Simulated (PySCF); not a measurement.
Simulated outer-valence photoelectron spectrum of `C=C[CH+]C`. Level of theory: EOM-IP-CCSD/aug-cc-pVDZ in PySCF, restricted Hartree–Fock reference, 4 core orbitals frozen, non-relativistic, gas phase, PBE0-D3(BJ)/def2-SVP geometry.

Each root has a Gaussian of 0.4 eV full width with its one-hole share as area; cross sections and vibrations are left out, and the highest printed point is 100.

(ionisation energy (eV), intensity): (16.6, 1), (16.7, 4), (16.8, 13), (16.9, 32), (17.0, 55), (17.1, 67), (17.2, 57), (17.3, 34), (17.4, 15), (17.5, 4), (17.6, 1), (17.7, 0), (17.8, 0), (17.9, 0), (18.0, 0), (18.1, 0), (18.2, 0), (18.3, 0), (18.4, 2), (18.5, 8), (18.6, 22), (18.7, 45), (18.8, 64), (18.9, 64), (19.0, 47), (19.1, 29), (19.2, 28), (19.3, 46), (19.4, 72), (19.5, 92), (19.6, 100), (19.7, 97), (19.8, 88), (19.9, 81), (20.0, 78), (20.1, 70), (20.2, 50), (20.3, 26), (20.4, 10), (20.5, 3), (20.6, 0)

Task: Where are the maxima, and how many lines lie under the curve?

Result: 3 maxima, at 17.1, 18.8 and 19.6 eV, from 5 lines. At this width some lines have no maximum of their own.

Task: List the lines with their holes.

Result: 
```csv
E (eV),leading hole (HF orbital),area,Koopmans (eV)
17.10,HOMO,0.96,16.92
18.85,HOMO-1,0.96,19.82
19.47,HOMO-2,0.95,20.74
19.72,HOMO-4,0.95,20.91
20.07,HOMO-3,0.94,20.83
```

The widest gap, 1.75 eV, lies between 17.10 and 18.85 eV. Only orbitals with −ε under 21 eV, eight at most, were ionised, so the high end of the curve may lack lines.

Shape of the structure used: `[CH2:1]=[CH:2][CH+:3][CH3:4]`: C1–C2–C3–C4 180°.

One conformer stands for the species.
